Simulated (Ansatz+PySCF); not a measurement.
Two shapes of doublet C2H3O2.

Shape 1:

```xyz
7

C     0.0000    0.0239   -1.1787
O     0.0000    0.7354   -0.0130
C     0.0000    0.0510    1.1668
H     0.0000    0.7475    1.9471
H     0.0000   -1.0526   -1.1337
H     0.0000    0.6346   -2.0645
O     0.0000   -1.1398    1.2759
```

Shape 2:

```xyz
7

C     0.0000    0.0210   -1.1819
O     0.0000    0.7325   -0.0162
C     0.0000    0.0481    1.1636
H     0.0000    0.7646    1.9663
H     0.0000   -1.0555   -1.1369
H     0.0000    0.6318   -2.0677
O     0.0000   -1.1426    1.2727
```

Basis set: cc-pVTZ (spherical functions). Frozen core: 4 orbitals. Correlation on ROHF uses semicanonical orbitals with singles. Charge 0, multiplicity 2.

Computed with Ansatz (development build ahead of 0.2.0) and PySCF 2.14.0; each method stands on the lowest determinant of its kind that the runs found.

(1) Which shape is lower in energy, and by how much in each method?

Answers

(1)

```json
{"method": "ROHF", "E(2) − E(1) (eV)": "-0.023"}
{"method": "UHF", "E(2) − E(1) (eV)": "-0.023"}
{"method": "ROHF-MP2", "E(2) − E(1) (eV)": "-0.033"}
{"method": "UHF-MP2", "E(2) − E(1) (eV)": "-0.033"}
```

Shape 2 is lower.
